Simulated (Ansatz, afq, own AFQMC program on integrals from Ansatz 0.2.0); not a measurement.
BH2, doublet in cc-pVDZ, levels against full CI

```yaml
atoms:
  - { symbol: B, position_ang: [0.0000, -0.0800, 0.0000] }
  - { symbol: H, position_ang: [0.0000, 0.4291, -1.0770] }
  - { symbol: H, position_ang: [0.0000, 0.4291, 1.0770] }
```

Basis cc-pVDZ. Only valence electrons are correlated. Ansatz 0.2.0 and our own AFQMC program on the same integrals; the CISD trial comes from CCSD amplitudes, and released means the phaseless constraint is let go. Free AFQMC starts from the CCSD state and is never constrained. Its projection time is finite, and what remains of the start isn't in its error. Uncertainties: one standard error, sampling alone.

Determinant: UHF, the one that the program's search chose, which needn't be the lowest solution. The geometry is a point of a scan.

Full CI on the same integrals is exact in this basis and with this determinant's frozen core.

* T1 diagnostic: 0.0079
* weight of the determinant in the CISD state: 0.953
* ⟨S²⟩ of the determinant: 0.753
* size of the correlated space: 5 electrons in 23 orbitals

```csv
level,correlation energy (eV)
MP2,-1.8062
CCSD,-2.3456
CCSD(T),-2.3773
```

Problem. Estimate where full CI lies against CCSD(T) on the same integrals.

Solution. 10.7 meV below CCSD(T).

Reference: full CI, correlation energy -2.388 eV. The released energy is read at 2.40 1/Eh (meV from the phaseless value at times in 1/Eh: -0.3 ± 0.5 at 0.24, -0.9 ± 0.4 at 0.51, -1.7 ± 0.4 at 0.99, -1.2 ± 0.6 at 1.62, -2.8 ± 0.4 at 2.40).

```json
{"level": "CCSD(T)", "E − E(reference) (meV)": "10.7", "share of correlation (%)": "99.55"}
{"level": "CCSDT", "E − E(reference) (meV)": "0.6", "share of correlation (%)": "99.97"}
{"level": "CCSDT(Q)", "E − E(reference) (meV)": "0.1", "share of correlation (%)": "100.00"}
{"level": "CCSDTQ", "E − E(reference) (meV)": "0.0", "share of correlation (%)": "100.00"}
{"level": "ph-AFQMC/HF", "E − E(reference) (meV)": "12.5 ± 9.7", "share of correlation (%)": "99.48"}
{"level": "ph-AFQMC/CISD", "E − E(reference) (meV)": "2.7 ± 0.7", "share of correlation (%)": "99.89"}
{"level": "released AFQMC", "E − E(reference) (meV)": "-0.1 ± 0.4", "share of correlation (%)": "100.00"}
{"level": "free AFQMC", "E − E(reference) (meV)": "-0.5 ± 0.4", "share of correlation (%)": "100.02"}
```

CCSDT and higher add their correlation energy to the determinant of the CCSD(T) run, since their own runs factorise the integrals more tightly (a shift of under 2 meV). Free projections are given only where their last times agree within the noise and don't stop above the reference; a slow remainder of the start can still hide under it. A walk keeps the symmetry of its determinant, which the program's search chose and which needn't be the lowest solution, so a lower state of the same spin and another symmetry isn't excluded. Released energies are given only where the last usable release times agree within the noise; a slower fall can still hide under it.
